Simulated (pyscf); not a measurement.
A first-order saddle from PySCF, ωB97X-D3(BJ)/def2-SVP:

```
Si
H 1 1.4850
H 1 1.6087 2 107.50
H 3 1.0259 1 75.26 2 71.04
Si 3 2.2580 4 147.15 1 -8.58
H 5 1.5218 3 71.10 4 -106.84
Si 1 2.3258 2 119.94 4 96.45
H 7 1.4887 1 106.47 2 -149.19
H 7 1.4891 8 110.57 1 -121.39
H 7 1.4896 8 110.31 9 -121.92
Si 5 2.3559 6 99.08 3 59.82
H 11 1.4941 5 110.58 6 80.52
H 11 1.4976 12 108.26 5 -119.00
H 11 1.5070 12 106.76 13 -113.07
```

Surface: singlet, charge 0. Lowest wavenumbers (cm⁻¹): 1113i, 45, 75, 90, 105.

Task: What reaction is this the transition state of?

Result: H₃Si–SiH=SiH–SiH₃ + H₂ ⇌ H₃Si–SiH₂–SiH₂–SiH₃, an addition across a multiple bond or ene-type step read from left to right: H–H broken and H–Si, H–Si formed. At ωB97M-D3(BJ)/def2-TZVP it lies +25.1 kcal/mol from the left side and +73.6 kcal/mol from the right (each side as separated species at their lowest minima found). At the saddle there is also a short H–Si contact that neither side keeps. H₃Si–SiH=SiH–SiH₃ lies 29.7 kcal/mol over its isomer cyclic H₈Si₄ (SMILES [SiH2]1[SiH2][SiH2][SiH2]1), and others may lie lower still (electronic energy, ωB97M-D3(BJ)). One saddle was located; it need not be the lowest between these sides.
